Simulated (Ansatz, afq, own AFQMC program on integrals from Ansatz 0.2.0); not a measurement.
HfB, sextet in def2-TZVP, levels against CCSDT(Q)

```yaml
atoms:
  - { symbol: Hf, position_ang: [0.0000, 0.0000, 0.0000] }
  - { symbol: B, position_ang: [0.0000, 0.0000, 2.1360] }
```

Basis def2-TZVP with its core potentials. Noble-gas cores (and the filled d shells of Ga–Kr and In–Xe) are frozen. Integrals, coupled cluster, full CI and functionals: Ansatz 0.2.0; the random walks run on the same integrals in our own AFQMC program. ph-AFQMC/CISD is guided by a CISD state made of CCSD amplitudes; releasing the constraint for a short imaginary time cuts its bias at the price of noise, slowly where states lie close. ± is one standard error of the sampling. No spin–orbit coupling. The metal's outer-core s and p shells are frozen, which shifts wave-function levels against functionals.

Determinant: ROHF, the one that the program's search chose, which needn't be the lowest solution. The geometry is a point of a scan.

No full CI on the walks' own integrals is used here; CCSDT(Q) serves as the reference and is uncertain by about the last step of the cluster series.

Cautions: no spin-orbit coupling; outer-core shells of the metal frozen; lower spins were not checked; higher spins were not checked; strong correlation (T1 0.051, weight of the determinant 0.87, largest double 0.05); (T) is large, 7 % of the CCSD correlation; the released energies are still falling, so no released level is given (meV from the phaseless value at times in 1/Eh: -15 ± 3 at 0.24, -27 ± 3 at 0.50, -34 ± 3 at 1.00, -51 ± 4 at 1.50); the ph-AFQMC/CISD walk drifts between its halves (2.3 errors); CCSDT(Q) on the UHF determinant differs (71 meV lower), by its state or its frozen core.

* T1 diagnostic: 0.0507
* weight of the determinant in the CISD state: 0.868
* size of the correlated space: 7 electrons in 66 orbitals

```csv
level,correlation energy (eV)
MP2,-3.0427
CCSD,-3.5381
CCSD(T),-3.7768
```

(1) Estimate where phaseless AFQMC with the Hartree–Fock trial lies against CCSD(T) on the same integrals.

(1) 8.22 ± 0.67 mEh above CCSD(T).

Reference: CCSDT(Q), correlation energy -3.828 eV.

| level | E − E(reference) (mEh) | share of correlation (%) |
| --- | --- | --- |
| CCSD(T) | 1.89 | 98.65 |
| CCSDT | 0.56 | 99.60 |
| ph-AFQMC/HF | 10.11 ± 0.67 | 92.81 |
| ph-AFQMC/CISD | 2.60 ± 0.13 | 98.16 |

A walk keeps the symmetry of its determinant, which the program's search chose and which needn't be the lowest solution, so a lower state of the same spin and another symmetry isn't excluded.
